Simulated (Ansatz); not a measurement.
For grey tin (α-Sn), PBE-D3(BJ) (Ansatz, a program for electronic structure, plane waves, PAW) gives:

```
Quantity                  Result
------------------  ------------
lattice constant a       6.571 Å
bulk modulus B0         38.7 GPa
cohesive energy     3.46 eV/atom
```

Problem. What does r²SCAN+rVV10 (PAW; Ansatz) give for the same quantities?

Solution. 
- lattice constant a: 6.532 Å (shrinks by 0.6 %)
- bulk modulus: 45.2 GPa (increases by 17 %)
- cohesive energy: 3.46 eV/atom (is nearly the same)

For comparison: lattice constant a 6.477 Å (measured, static lattice: zero-point anharmonic expansion removed; as tabulated in Mejia-Rodriguez and Trickey (2018), arXiv:1807.09216); bulk modulus 42.8 GPa (measured, 0 K value with the zero-point phonon effect removed; as tabulated in Mejia-Rodriguez and Trickey (2018), arXiv:1807.09216).

Changes are worked out from the printed values.

Unless a cell is named, each level is at its own relaxed cell (PBE-D3(BJ) 35.47, r²SCAN+rVV10 34.84 Å³/atom).

Levels without +SOC leave out spin–orbit coupling, which shifts energies and cells of such heavy elements.

Ansatz's density-functional and Hartree–Fock values are scalar-relativistic unless marked +SOC, with PAW data made under PBE.
